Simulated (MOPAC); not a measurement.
MOPAC input (AM1):

```
AM1 1SCF CHARGE=-1 GEO-OK AUX(PRECISION=9) THREADS=1
CH4N

C     0.05391172 1    0.80080368 1   -0.10182354 1
N    -0.07202677 1   -0.70518643 1   -0.08531619 1
H     0.20860883 1   -1.14742715 1    0.80112789 1
H    -1.05121284 1   -0.94323814 1   -0.19400284 1
H    -0.09433519 1    1.20392142 1    0.92877463 1
H     1.11765621 1    1.01822688 1   -0.32774514 1
```

Problem. What heat of formation does the run end on, and which ionisation energy by Koopmans theorem?

Solution. 49.51 kcal/mol; 0.38 eV.
